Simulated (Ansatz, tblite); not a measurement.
Forces on SiClH3 (SiH3Cl) at its r2SCAN-D4/def2-TZVP geometry. The state is a singlet with charge 0.

The xTB rows come from tblite.

GFN1-xTB (tblite), largest force 1.18 eV/Å:

```xyz
5
positions Å, forces eV/Å
Si   -0.003    0.017    0.127    0.018   -0.103   -0.766
Cl    0.046   -0.257   -1.910   -0.028    0.158    1.170
H     1.252   -0.512    0.704   -0.458    0.197   -0.175
H    -1.168   -0.713    0.674    0.424    0.271   -0.164
H    -0.126    1.465    0.405    0.044   -0.523   -0.066
```

GFN2-xTB (tblite), largest force 0.68 eV/Å:

```
Si 0.003 -0.021 -0.163
Cl -0.016 0.091 0.675
H -0.320 0.128 -0.199
H 0.299 0.180 -0.191
H 0.033 -0.378 -0.122
```

PBE-D4/def2-TZVP (Ansatz), largest force 0.22 eV/Å:

```
Si -0.001 0.003 0.017
Cl 0.005 -0.030 -0.221
H 0.169 -0.071 0.083
H -0.157 -0.097 0.079
H -0.017 0.195 0.042
```
